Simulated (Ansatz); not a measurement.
CHCl₃, singlet, at the geometry of the source list; Ansatz (a program for electronic structure) with MP2/STO-3G.

Input for Ansatz:
Ansatz 0.2 input:
```yaml
crystal:
  periodic: [false, false, false]
  atoms:
    - {symbol: Cl, position_ang: [-0.80000000, 1.48110000, -0.43510000]}
    - {symbol: C, position_ang: [0.00290000, 0.00110000, 0.11580000]}
    - {symbol: Cl, position_ang: [-0.90250000, -1.42970000, -0.40560000]}
    - {symbol: Cl, position_ang: [1.66890000, -0.06370000, -0.48340000]}
    - {symbol: H, position_ang: [0.03060000, 0.01120000, 1.20840000]}
basis:
  gaussian:
    orbitals: STO-3G
magnetization: {spin_polarized: false}
correlation: {method: mp2}
```

Problem. What does Ansatz print? Leave out banner, timings and long lists.

Solution. 
```
Functional definition: HF
377 factors; integrals over basis functions are off by at most 2.7e-5 eV
mean field evaluation 1: about -38136.0763 eV, gradient 3.9e1 eV
mean field evaluation 2: about -38136.1965 eV, gradient 3.9e1 eV
mean field evaluation 4: about -38142.0614 eV, gradient 1.6e0 eV
mean field evaluation 8: about -38142.0753 eV, gradient 2.6e-4 eV
mean field -38142.07530399 eV, -1401.6954137946 hartree, gradient 8.1e-7 eV, S^2 0.000000; 0 other end points of the search recorded, 0 dependent functions left out
16 core orbitals not correlated
reference -38142.07530399 eV, -1401.6954137946 hartree; 13, 13 occupied and 4, 4 virtual orbitals, 377 factors
second order -2.32291224 eV of doubles, -0.00000000 eV of singles
Total energy: -38144.39821623 eV, -1401.7807792449 hartree
```
